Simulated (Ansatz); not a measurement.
Relaxation of C$_{2}$H$_{5}$ (7 atoms, charge 0, multiplicity 2), to a largest force component of 0.015 eV/Å in at most 40 steps.

These are results of Ansatz 0.2.0, UKS r2SCAN/def2-SVP, not measurements.

```xyz
7
Properties=species:S:1:pos:R:3:forces:R:3
C -0.126 -0.841 0.089 0.03 0.33 0.12
C 0.094 0.600 -0.104 -0.01 -0.15 -0.13
H -1.119 -1.243 0.109 -0.70 -0.39 -0.06
H 0.693 -1.489 0.331 0.57 -0.56 0.09
H -0.768 1.179 0.226 -0.26 0.34 0.11
H 0.250 0.843 -1.165 0.06 0.18 -0.32
H 0.982 0.939 0.429 0.31 0.26 0.18
```

Problem. Where does it end, and by what steps?

Solution. The run converged. After 3 steps the energy has fallen by 0.044 eV; C1 moved furthest, 0.07 Å.

| step | energy less start (eV) | largest force component (eV/Å) | accepted |
| --- | --- | --- | --- |
| 0 | 0.0000 | 0.698 | yes |
| 1 | -0.0436 | 0.112 | yes |
| 2 | -0.0443 | 0.023 | yes |
| 3 | -0.0444 | 0.003 | yes |

```xyz
7
Properties=species:S:1:pos:R:3
C -0.134 -0.839 0.161
C 0.093 0.605 -0.091
H -1.133 -1.276 0.071
H 0.706 -1.527 0.295
H -0.765 1.222 0.223
H 0.248 0.821 -1.170
H 0.991 0.981 0.427
```

The run took 12 s on 1 thread of Arm Neoverse V1, with other jobs on the host, peak memory 0.13 GiB.
